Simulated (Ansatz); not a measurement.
Species: CH$_{3}$O, SMILES `[CH2]O` (H–C–O–H torsion 175°) (charge 0, multiplicity 2).

### Question
Give a relaxed geometry from B3LYP-D3(BJ)/def2-TZVP (Ansatz, a first-principles code).

### Answer
This is not unique; one that fits is the end point of this relaxation, one of several conformers (outside a Z-matrix the atoms follow the SMILES, hydrogens last).
Z-matrix (Å, degrees):
```
C
O 1 1.3643
H 2 0.9632 1 109.90
H 1 1.0786 2 113.75 3 175.33
H 1 1.0823 4 121.53 2 153.27
```
